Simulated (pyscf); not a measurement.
H₃Si–SeH + H₂Se → HSe–SiH₂–SeH + hydrogen (H₂) (four-centre exchange; singlet surface; H–Si, H–Se broken, Se–Si, H–H formed). Single points on ωB97X-D3(BJ)/def2-SVP structures (PySCF, gas phase). Energies in kcal/mol from the separated reactants.

```csv
level,barrier,reaction energy
ωB97X-D3(BJ)/def2-TZVP,41.9,-14.5
PBE/def2-TZVP,33.4,-11.0
r²SCAN/def2-TZVP,36.3,-11.9
B3LYP-D3(BJ)/def2-TZVP,…,…
M06-2X/def2-TZVP,42.8,-12.4
ωB97M-D3(BJ)/def2-TZVP,…,-9.8
```

Q: Some entries are withheld; supply them.

A: 
- B3LYP-D3(BJ)/def2-TZVP, barrier: 40.7
- B3LYP-D3(BJ)/def2-TZVP, reaction energy: -11.1
- ωB97M-D3(BJ)/def2-TZVP, barrier: 44.2

The functionals in the table span 10.8 kcal/mol in this barrier, from PBE to ωB97M-D3(BJ). One saddle was located; it need not be the lowest between these sides. Elements up to Kr have no core potential and no relativistic terms here.
